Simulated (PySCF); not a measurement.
**SO₂F₂: calculation against measurement**

Isolated SO₂F₂, optimised in PySCF with density fitting and no spin–orbit coupling; def2 sets carry scalar-relativistic core potentials from Rb on. All levels below give a singlet of C2v symmetry: PBE0/def2-TZVP S–F 1.539 Å (×2), S–O 1.404 Å (×2); B3LYP/def2-TZVP S–F 1.554 Å (×2), S–O 1.410 Å (×2); PBE/def2-TZVP S–F 1.576 Å (×2), S–O 1.425 Å (×2); PBE0/def2-SVP S–F 1.576 Å (×2), S–O 1.424 Å (×2).

Counting electrons, sulfur keeps none of its valence electrons outside its bonds, so the VSEPR class is AX4 and the expected shape is tetrahedral; with unlike ligands the computed point group is C2v.

Measured fundamentals (Shimanouchi, Tables of Molecular Vibrational Frequencies (1972), as compiled in the NIST Chemistry WebBook) beside computed harmonic wavenumbers, in cm⁻¹:

```
mode as compiled  computed symmetry  measured  rating (A best; medium not stated)  PBE0/def2-TZVP  B3LYP/def2-TZVP  PBE/def2-TZVP  PBE0/def2-SVP
    a1 so2 s-str                 a1      1269                                   C            1300             1263           1216           1275
    a1 sf2 s-str                 a1       848                                   C             863              824            775            848
     a1 so2 scis                 a1       544                                   D             550              537            506            522
     a1 sf2 scis                 a1       385                                   D             381              372            350            359
    a2 sf2 twist                 a2       388                                   C             380              372            352            357
    b1 so2 a-str                 b2      1502                                   C            1539             1499           1452           1516
     b1 so2 rock                 b2       553                                   D             541              528            499            512
    b1 sf2 a-str                 b1       885                                   C             900              860            815            890
      b1 so2 wag                 b1       539                                   D             538              524            493            511
```

Task: How close does each level come?

Result: Mean absolute differences: PBE0/def2-TZVP 1.7 %, B3LYP/def2-TZVP 2.5 %, PBE/def2-TZVP 7.5 %, PBE0/def2-SVP 3.7 %. The mean ratio of measured to computed values at PBE0/def2-TZVP is 0.996. Harmonic values should lie a little above fundamentals.

Task: The measured dipole moment is 1.12 D (NIST CCCBDB Release 22 (SRD 101), experimental dipoles). What do the calculations give?

Result: PBE0/def2-TZVP 1.14 D, B3LYP/def2-TZVP 1.03 D, PBE/def2-TZVP 0.90 D, PBE0/def2-SVP 0.78 D. The measured value is a vibrational average, and the basis lacks diffuse functions.

Task: The tabulated gas-phase entropy at 298.15 K and 1 bar is 283.61 J/(mol K) (Chase, 1998, NIST Chemistry WebBook). What do rigid-rotor harmonic-oscillator sums give?

Result: PBE0/def2-TZVP 283.8, B3LYP/def2-TZVP 284.9, PBE/def2-TZVP 287.2, PBE0/def2-SVP 285.9 J/(mol K).

Task: ΔfH°(298 K) is -758.56 kJ/mol (Chase, 1998, NIST Chemistry WebBook), and for the gaseous atoms S 277.2, O 249.2, F 79.3 kJ/mol (tabulated in the package mendeleev). Compare the atomisation enthalpy with the calculations.

Result: From the tables it is 277.2 + 2 × 249.2 + 2 × 79.3 − (-758.6) = 1693 kJ/mol. To a computed De one adds −ZPE (-41.8), the atoms' spin–orbit lowering from NIST levels (-7.4) and the thermal terms (19.6), all taken at PBE0/def2-TZVP.
| level | De (kJ/mol) | ΔatH°(298 K) | computed − tabulated |
| --- | --- | --- | --- |
| PBE0/def2-TZVP | 1696 | 1666 | -27 |
| B3LYP/def2-TZVP | 1653 | 1623 | -69 |
| PBE/def2-TZVP | 1841 | 1812 | 119 |
| PBE0/def2-SVP | 1521 | 1491 | -202 |
